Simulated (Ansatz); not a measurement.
# C4H7NS: the cost of one run

Computed with Ansatz 0.2.0, Gaussian basis. Level: functionals in def2-TZVPP, the program's frozen cores in correlated methods.

The runs, in order: PBE-D4, r2SCAN-D4, PBE0-D4, B3LYP-D4, ωB97X-V, ωB97M-V, B2PLYP; CCSD(T)/def2-TZVPP; MP2/def2-QZVPP; extrapolation to the limit.

## (1) Structure used throughout

All runs share one geometry, relaxed beforehand with PBE0-D4 in a triple-zeta def2 set.

SMILES `C=C(C)SC=N`, 13 atoms, charge 0, spin multiplicity 1.

Atoms are counted from 1 here; the program's logs count them from 0.

Bond lengths: C1–C2 1.329 Å, C1–H7 1.083 Å, C1–H8 1.085 Å, C2–C3 1.493 Å, C2–S4 1.773 Å, C3–H9 1.093 Å, C3–H10 1.091 Å, C3–H11 1.093 Å, S4–C5 1.763 Å, C5–N6 1.260 Å, C5–H12 1.092 Å, N6–H13 1.021 Å. Angles: C2–C1–H7 121.7°, C2–C1–H8 120.5°, H7–C1–H8 117.8°, C1–C2–C3 124.3°, C1–C2–S4 118.3°, C3–C2–S4 117.2°, C2–C3–H9 110.5°, C2–C3–H10 110.7°, C2–C3–H11 111.6°, H9–C3–H10 109.0°, H9–C3–H11 106.7°, H10–C3–H11 108.2°, C2–S4–C5 102.1°, S4–C5–N6 126.4°, S4–C5–H12 114.2°, N6–C5–H12 119.4°, C5–N6–H13 112.6°.

## (2) PBE-D4 (GGA)

The input, in.yaml:

```yaml
crystal:
  periodic: [false, false, false]
  atoms:
    - {symbol: C, position_ang: [-1.601560, -1.325027, -0.049075]}
    - {symbol: C, position_ang: [-0.487416, -0.657668, 0.231709]}
    - {symbol: C, position_ang: [0.872467, -1.272364, 0.279691]}
    - {symbol: S, position_ang: [-0.627089, 1.039827, 0.725927]}
    - {symbol: C, position_ang: [0.418244, 1.850187, -0.439635]}
    - {symbol: N, position_ang: [0.754477, 3.064011, -0.423710]}
    - {symbol: H, position_ang: [-2.567790, -0.837044, -0.068676]}
    - {symbol: H, position_ang: [-1.568618, -2.389761, -0.255452]}
    - {symbol: H, position_ang: [1.283419, -1.212446, 1.290851]}
    - {symbol: H, position_ang: [0.833796, -2.318781, -0.027573]}
    - {symbol: H, position_ang: [1.573023, -0.749229, -0.376396]}
    - {symbol: H, position_ang: [0.755665, 1.210591, -1.257701]}
    - {symbol: H, position_ang: [0.381879, 3.563104, 0.384744]}
basis:
  gaussian: {orbitals: def2-TZVPP}
hamiltonian: {xc: pbe, dispersion: d4}
output: {forces: true, orbitals: {seedname: orbitals}}
```

Run with:

```console
$ ansatz run in.yaml --threads 4 --pin off --events-out ev --progress --plain --max-ram 10444MiB
```

What time and memory should one allow on 4 threads of Arm Neoverse V1, shared host?

About 3.3 s, with a peak of 0.42 GiB.
